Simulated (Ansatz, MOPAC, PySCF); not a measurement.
Dimer: CH4 (SMILES C) (first 5 atoms) with BH3 (SMILES B); geometry from A24 set.
(charge 0, multiplicity 1):
```xyz
9

C      0.00346     0.00000     1.38045
H      0.84850     0.00000     0.68959
H      0.39513     0.00000     2.39585
H     -0.60268    -0.88994     1.22483
H     -0.60268     0.88994     1.22483
B     -0.00555     0.00000    -1.59888
H      0.58455    -1.03052    -1.67950
H      0.58455     1.03052    -1.67950
H     -1.18903     0.00000    -1.47677
```

Interaction energies are E(AB) − E(A) − E(B) at the monomers' geometry in the complex; basis-set methods are counterpoise corrected. Rows marked so take none.

Rows in STO-3G carry no dispersion term and start afresh at each structure. The state that PM6 reach isn't checked.

The values were computed with Ansatz (Gaussian orbitals); MOPAC for PM6 (differences of heats of formation); PySCF for STO-3G rows. Each number belongs to the level named beside it.

Task: One of these levels gives -1.77 kcal/mol for the interaction energy. Which?
A) PM6
B) B97M-V/def2-TZVPPD
C) HF/STO-3G (no counterpoise)

Result: B, B97M-V/def2-TZVPPD. The others give -1.12 (PM6), 0.89 (HF/STO-3G (no counterpoise))

Ansatz is a program for electronic structure.
